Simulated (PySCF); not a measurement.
Ligands exchanged one at a time, Al F-H. Gas-phase values, no solvent. Strings in code marks are SMILES.

The dipole moment from two functionals at the same geometries (B3LYP-D3(BJ)/def2-TZVP), both in PySCF: PBE-D3(BJ)/def2-TZVP and ωB97X-D3(BJ)/def2-TZVP. 

| species | PBE-D3(BJ)/def2-TZVP (D) | ωB97X-D3(BJ)/def2-TZVP (D) |
|---|---|---|
| 0 of 3 F replaced by H | 0.00 | 0.00 |
| 1 of 3 F replaced by H (`[F][AlH][F]`) | 1.31 | 1.34 |
| 2 of 3 F replaced by H (`[F][AlH2]`) | 1.30 | 1.37 |
| 3 of 3 F replaced by H (`[AlH3]`) | 0.00 | 0.00 |

Over these rows, drawn at random from the members with no instability flagged (it was tested for open shells, ions and some series alone), PBE minus ωB97X-D3(BJ): mean -0.03 D, from -0.07 D to 0.00 D.
